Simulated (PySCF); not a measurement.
C₅H₁₂N (charge +1).
SMILES: `[NH+]1(CC)CCC1`

Torsions of this conformer, `[CH3:1][CH2:2][NH+:3]1[CH2:4][CH2:5][CH2:6]1`: C1–C2–N3–C4 -70°.

The closed-shell ground state was solved at several levels (PySCF, density fitting, gas phase, non-relativistic). Geometry: PBE0-D3(BJ)/def2-SVP, one conformer, isolated ion.

```tsv
level	basis functions	HOMO (eV)	LUMO (eV)	gap (eV)
B3LYP/6-31G-J	120	-14.27	-3.87	10.40
PBE0/pcSseg-1	162	-14.54	-4.07	10.47
B3LYP/def2-SVPD	216	-14.31	-4.52	9.79
B3LYP/def2-TZVP	258	-14.29	-4.50	9.79
wB97X-D/pcSseg-1	162	-16.49	-2.20	14.29
B3LYP/pcJ-1	282	-14.33	-4.39	9.94
```

Task: Estimate the row for B3LYP/pcJ-0, a basis of 114 functions; the other rows only guide the guess.

Result: HOMO -14.46 eV, LUMO -3.66 eV, gap 10.80 eV.

Task: How much does the basis alone move the frontier levels among the 5 B3LYP rows (the withheld one included)?

Result: The HOMO by 0.19 eV and the LUMO by 0.86 eV. By rising basis size (HOMO, LUMO in eV): pcJ-0 -14.46, -3.66; 6-31G-J -14.27, -3.87; def2-SVPD -14.31, -4.52; def2-TZVP -14.29, -4.50; pcJ-1 -14.33, -4.39.
